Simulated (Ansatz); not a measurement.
We consider hcp Ru, described by r²SCAN (Ansatz, a quantum-chemistry and plane-wave program, plane waves, PAW).

Run with plane-wave cutoff 500 eV, 4×4×3 k mesh (along the axes of the cell as run), Fermi–Dirac smearing 0.1 eV, cell of 96 sites, scalar-relativistic PAW data made under PBE.

Question: Predict the vacancy formation energy and vacancy formation energy before relaxation.

Answer: 
- vacancy formation energy: 2.92 eV
- vacancy formation energy before relaxation: 2.92 eV

Note: energies are extrapolated to zero smearing, and mesh and cell size move such values by some hundredths of an eV or more.

Static lattice: no zero-point or thermal effects.
